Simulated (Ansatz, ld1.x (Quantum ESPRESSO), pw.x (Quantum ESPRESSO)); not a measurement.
tantalum: does the TM potential hold in the solid?

tantalum (Ta), norm-conserving Troullier–Martins (Kleinman–Bylander form), made with ld1.x (Quantum ESPRESSO) 7.5 (LDA (PW92), scalar-relativistic). Core [Xe] 4f14, reference 5d3 6s2 6p0. Waves: 6p (bound, empty): rc 4.15 bohr; 5d (bound): rc 1.90 bohr; 6s (bound): rc 2.90 bohr. Local part: the s channel. Core correction: a·sin(br)/r model core inside 1.10 bohr.

Atomic tests: cutoffs needed: 30 Ry and 35 Ry (the cutoffs (Ry, on a coarse ladder) from which the occupation-weighted sum of valence levels, in a spherical-Bessel basis at the reference potential, stays within 10 and 1 mRy of its value at 400 Ry); ghost test: no extra level below or beside the all-electron valence levels (p, d, s, f tested) (spherical-Bessel basis up to 400 Ry, 20 bohr box); largest excitation error: -222 meV (all-electron minus pseudo) for 5d2 6s0 6p0, out of 7 test configurations.

Crystal test: bcc Ta in pw.x 7.5, no spin, 14³ k-points, Fermi–Dirac smearing 0.01 Ry, cutoffs 50/200 Ry. The lattice is a test structure that the element need not adopt, and mesh and smearing are coarse.

pw.x input:

```
&control
  calculation='scf', prefix='x', pseudo_dir='./', outdir='./tmp', tstress=.true., disk_io='none'
/
&system
  ibrav=0, nat=1, ntyp=1, ecutwfc=50, ecutrho=200, nbnd=9,
  occupations='smearing', smearing='fd', degauss=0.01
/
&electrons
  conv_thr=1e-09, mixing_beta=0.4, electron_maxstep=70
/
ATOMIC_SPECIES
Ta 1.0 Ta.UPF
CELL_PARAMETERS angstrom
  -1.62386113 1.62386113 1.62386113
  1.62386113 -1.62386113 1.62386113
  1.62386113 1.62386113 -1.62386113
ATOMIC_POSITIONS crystal
Ta 0.0000 0.0000 0.0000
K_POINTS automatic
14 14 14 0 0 0
```

```bash
pw.x < Ta.scf.in > Ta.scf.out
```

Problem. How does the run end?

Solution. It converges; the pressure is 7.86 GPa against 1.38 GPa from all-electron LAPW. The largest radius (4.15 bohr) exceeds half the bond length (2.66 bohr), so the spheres overlap, which is one possible source of error among others. This is a poor potential for the solid. The log shows:

```
     charge density cutoff     =     200.0000  Ry
     scf convergence threshold =      1.0E-09
     Exchange-correlation= PW
     number of k points=   104  Fermi-Dirac smearing, width (Ry)=  0.0100
     iteration #  1     ecut=    50.00 Ry     beta= 0.40
     total energy              =     -36.57269462 Ry
     estimated scf accuracy    <       0.01493615 Ry
     iteration #  2     ecut=    50.00 Ry     beta= 0.40
     total energy              =     -36.57152878 Ry
     estimated scf accuracy    <       0.00308843 Ry
     iteration #  3     ecut=    50.00 Ry     beta= 0.40
     total energy              =     -36.57200095 Ry
     estimated scf accuracy    <       0.00004292 Ry
     iteration #  4     ecut=    50.00 Ry     beta= 0.40
     total energy              =     -36.57200419 Ry
     estimated scf accuracy    <       0.00000703 Ry
     iteration #  5     ecut=    50.00 Ry     beta= 0.40
     total energy              =     -36.57200543 Ry
     estimated scf accuracy    <       0.00000007 Ry
     iteration #  6     ecut=    50.00 Ry     beta= 0.40
     total energy              =     -36.57200545 Ry
     estimated scf accuracy    <       0.00000001 Ry
     iteration #  7     ecut=    50.00 Ry     beta= 0.40
     total energy              =     -36.57200545 Ry
     estimated scf accuracy    <          1.3E-09 Ry
     iteration #  8     ecut=    50.00 Ry     beta= 0.40
     the Fermi energy is    12.4287 ev
!    total energy              =     -36.57200545 Ry
     estimated scf accuracy    <          1.8E-11 Ry
     smearing contrib. (-TS)   =      -0.00514214 Ry
     The total energy is F=E-TS. E is the sum of the following terms:
     one-electron contribution =       8.99148613 Ry
     hartree contribution      =       0.04382585 Ry
     xc contribution           =     -30.77794418 Ry
     ewald contribution        =     -14.82423111 Ry
     convergence has been achieved in   8 iterations
          total   stress  (Ry/bohr**3)                   (kbar)     P=       78.60
     Message from routine punch:
     Nothing written, as per user request (disk_io='none')
```
